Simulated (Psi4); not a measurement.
# SiH2SF (SMILES F[SiH]S) at USPW92/6-311++G(d,p) (sfX2C, density fitting)

Aim: the energy change on altering one bond length of SiH2SF at USPW92/6-311++G** (sfX2C, density fitting), from 2 runs. 

Program for the calculation: Psi4 1.11.

2 further runs of the same task are left out: 2 set aside as unsound or not needed.

## 1. The structure to begin with

SiH2SF: 5 atoms, total charge 0, spin state doublet. SMILES: `F[SiH]S`. The shape is that of a PBE0-D4/def2-TZVP optimisation. This is one conformer, not always the lowest.

Bond lengths: F1–Si2 1.603 Å, Si2–S3 2.122 Å, Si2–H4 1.489 Å, S3–H5 1.344 Å. Angles: F1–Si2–S3 112.5°, F1–Si2–H4 107.6°, S3–Si2–H4 105.3°, Si2–S3–H5 95.0°.

## 2. The charge distribution at USPW92/6-311++G(d,p) (sfX2C, density fitting)

The input, input.dat:

```
memory 1.6 GB

molecule molecule1 {
  0 2
  F
  Si 1 r2
  S 2 r3 1 a3
  H 2 r4 1 a4 3 d4
  H 3 r5 2 a5 4 d5

  r2 = 1.603458
  r3 = 2.121693
  a3 = 112.49846
  r4 = 1.489456
  a4 = 107.64003
  d4 = 115.52189
  r5 = 1.344382
  a5 = 95.03365
  d5 = 174.16715
}

set {
  basis 6-311++G**
  reference uks
  scf_type df
  relativistic x2c
}

energy_value, wavefunction = energy("spw92", return_wfn=True)
oeprop(wavefunction, "DIPOLE", "MBIS_CHARGES", "ESP_AT_NUCLEI", "NO_OCCUPATIONS", "MULLIKEN_CHARGES")
print_variables()
```

Started as:

```bash
psi4 -n 1 input.dat output.dat
```

output.dat:

```text
[...]
  Running in c1 symmetry.
[...]
  Nuclear repulsion =  142.484396493348584
[...]
  Multiplicity = 2
[...]
  Nalpha       = 21
  Nbeta        = 20
[...]
    Number of basis functions: 96
[...]
    WARNING: The X2C and Dirac Hamiltonians have substatially different eigenvalues!
             This is probably caused by the recontraction of the basis set.
[...]
   @DF-UKS iter   1:  -787.10079305387433   -1.71875e-01   8.08523e-03 ADIIS/DIIS
[...]
   @DF-UKS iter   9:  -787.25472661291781   -8.07448e-08   8.63148e-07 DIIS
[...]
   @S^2 Observed:                7.508762635E-01
[...]
    Orbital Energies [Eh]
    ---------------------
    Alpha Occupied:
       1A    -87.937395     2A    -65.289845     3A    -24.109697
       4A     -7.702886     5A     -5.712888     6A     -5.710270
       7A     -5.704307     8A     -5.102553     9A     -3.519801
      10A     -3.519430    11A     -3.516226    12A     -1.100699
      13A     -0.702818    14A     -0.512364    15A     -0.433405
      16A     -0.409712    17A     -0.402495    18A     -0.370333
      19A     -0.322172    20A     -0.267384    21A     -0.198115
    Alpha Virtual:
      22A     -0.046076    23A     -0.040166    24A     -0.022555
      25A      0.002091    26A      0.025943    27A      0.033000
[...]
  @DF-UKS Final Energy:  -787.25472661291781
   => Energetics <=
    Nuclear Repulsion Energy =            142.4843964933485836
    One-Electron Energy =               -1377.4754672587409914
    Two-Electron Energy =                 502.5010928677629636
    DFT Exchange-Correlation Energy =     -54.7647487152884693
    Empirical Dispersion Energy =           0.0000000000000000
    VV10 Nonlocal Energy =                  0.0000000000000000
    Total Energy =                       -787.2547266129178070
[...]
 Multipole Moments:
 ------------------------------------------------------------------------------------
     Multipole            Electronic (a.u.)      Nuclear  (a.u.)        Total (a.u.)
 ------------------------------------------------------------------------------------
 L = 1.  Multiply by 2.5417464519 to convert [e a0] to [Debye]
 Dipole X            :         -0.3292447            0.0292228           -0.3000219
 Dipole Y            :          0.8302194           -0.8127703            0.0174491
 Dipole Z            :         -2.0472033            2.3868863            0.3396831
 Magnitude           :                                                    0.4535440
[...]
  Mulliken Charges: (a.u.)
   Center  Symbol    Alpha    Beta     Spin     Total
       1     F     4.59626  4.59675 -0.00049 -0.19301
       2    SI     7.33147  6.49054  0.84093  0.17799
       3     S     8.08918  7.98218  0.10700 -0.07135
       4     H     0.52286  0.47330  0.04956  0.00384
       5     H     0.46024  0.45723  0.00301  0.08253
   Total alpha = 21.00000, Total beta = 20.00000, Total charge =  0.00000
[...]
```

Wall time 5.1 s (1 thread of Intel Xeon 6975P-C (Granite Rapids), shared host); peak memory 0.3 GiB.

Atomic charges (e):

```tsv
atom	MBIS	Mulliken
F1	-0.303	-0.193
Si2	+0.545	+0.178
S3	-0.385	-0.071
H4	-0.090	+0.004
H5	+0.233	+0.083
```

## 3. The distorted shape at the same level

The input, fh2ssi.py:

```python
import psi4

psi4.set_memory('1600 MB')
psi4.set_num_threads(1)
psi4.set_output_file('psi4.out', False)

mol = psi4.geometry("""
0 2
F     -1.303589    -0.563119     1.277947
Si    -0.629400    -0.168000    -0.303300
S      1.400700     0.438500    -0.191800
H     -0.621800    -1.416500    -1.115500
H      1.142700     1.599500     0.435000
units angstrom
""")

psi4.set_options({
    'basis': '6-311++G**',
    'reference': 'uks',
    'scf_type': 'df',
    'relativistic': 'x2c',
})

e_tot, wfn = psi4.energy('SPW92', return_wfn=True)
psi4.oeprop(wfn, 'DIPOLE', 'MBIS_CHARGES', 'ESP_AT_NUCLEI', 'NO_OCCUPATIONS', 'MULLIKEN_CHARGES')
print(f'SPW92 energy: {e_tot:.10f} Eh')
```

Started as:

```bash
python fh2ssi.py
```

psi4.out:

```text
[...]
  Running in c1 symmetry.
[...]
  Nuclear repulsion =  137.609579280640673
[...]
  Multiplicity = 2
[...]
  Nalpha       = 21
  Nbeta        = 20
[...]
    Number of basis functions: 96
[...]
    WARNING: The X2C and Dirac Hamiltonians have substatially different eigenvalues!
             This is probably caused by the recontraction of the basis set.
[...]
   @DF-UKS iter   1:  -787.09979829311646   -2.77309e-01   7.97068e-03 ADIIS/DIIS
[...]
   @DF-UKS iter  10:  -787.24805194321709   -9.67088e-09   2.56183e-07 DIIS
[...]
   @S^2 Observed:                7.509268233E-01
[...]
    Orbital Energies [Eh]
    ---------------------
    Alpha Occupied:
       1A    -87.945933     2A    -65.301943     3A    -24.086310
       4A     -7.711237     5A     -5.721137     6A     -5.718712
       7A     -5.712739     8A     -5.111779     9A     -3.529171
      10A     -3.528790    11A     -3.525693    12A     -1.051187
      13A     -0.710071    14A     -0.503937    15A     -0.420085
      16A     -0.380817    17A     -0.369440    18A     -0.364640
      19A     -0.325212    20A     -0.274238    21A     -0.208722
    Alpha Virtual:
      22A     -0.059195    23A     -0.049877    24A     -0.029553
      25A     -0.004577    26A      0.022479    27A      0.031879
[...]
  @DF-UKS Final Energy:  -787.24805194321709
   => Energetics <=
    Nuclear Repulsion Energy =            137.6095792806406735
    One-Electron Energy =               -1367.8520900902103676
    Two-Electron Energy =                 497.7005755088880505
    DFT Exchange-Correlation Energy =     -54.7061166425354557
    Empirical Dispersion Energy =           0.0000000000000000
    VV10 Nonlocal Energy =                  0.0000000000000000
    Total Energy =                       -787.2480519432170922
[...]
 Multipole Moments:
 ------------------------------------------------------------------------------------
     Multipole            Electronic (a.u.)      Nuclear  (a.u.)        Total (a.u.)
 ------------------------------------------------------------------------------------
 L = 1.  Multiply by 2.5417464519 to convert [e a0] to [Debye]
 Dipole X            :         -1.4809351            1.7058159            0.2248809
 Dipole Y            :         -0.2780366            0.7251394            0.4471028
 Dipole Z            :          1.3934282           -1.9637953           -0.5703671
 Magnitude           :                                                    0.7588089
[...]
  Mulliken Charges: (a.u.)
   Center  Symbol    Alpha    Beta     Spin     Total
       1     F     4.65844  4.63653  0.02190 -0.29497
       2    SI     7.27793  6.46633  0.81160  0.25574
       3     S     8.08403  7.97488  0.10915 -0.05890
       4     H     0.52164  0.46781  0.05383  0.01055
       5     H     0.45796  0.45445  0.00352  0.08759
   Total alpha = 21.00000, Total beta = 20.00000, Total charge = -0.00000
[...]
```

Standard output:

```text
SPW92 energy: -787.2480519432 Eh
```

It took 5.4 s on 1 thread of Intel Xeon 6975P-C (Granite Rapids), shared host; peak memory 0.29 GiB.

Atomic charges (e):

```tsv
atom	MBIS	Mulliken
F1	-0.356	-0.295
Si2	+0.562	+0.256
S3	-0.365	-0.059
H4	-0.078	+0.011
H5	+0.237	+0.088
```

## 4. Outcome

Level: USPW92/6-311++G** (sfX2C, density fitting).

| quantity | value |
| --- | --- |
| first shape: total energy | -787.25473 Eh |
| first shape: dipole moment | 1.15 D |
| first shape: HOMO energy (highest over α and β) | -5.39 eV |
| first shape: LUMO energy (lowest over α and β) | -4.25 eV |
| first shape: ⟨S²⟩ | 0.751 |
| distorted shape: total energy | -787.24805 Eh |
| distorted shape: dipole moment | 1.93 D |
| distorted shape: HOMO energy (highest over α and β) | -5.68 eV |
| distorted shape: LUMO energy (lowest over α and β) | -4.57 eV |
| distorted shape: ⟨S²⟩ | 0.751 |
| energy change with the F1–Si2 bond stretched from 1.603 to 1.764 Å | 0.182 eV |

What this shows: With the F1–Si2 bond stretched from 1.603 to 1.764 Å the energy rises by 0.18 eV (4.2 kcal/mol). The first shape isn't relaxed at this level, so the change isn't measured from a minimum. Mulliken charges (first shape) run from -0.19 on F1 to +0.18 on Si2; in a basis this large or diffuse they mean little. Mulliken charges (distorted shape) run from -0.29 on F1 to +0.26 on Si2; in a basis this large or diffuse they mean little.
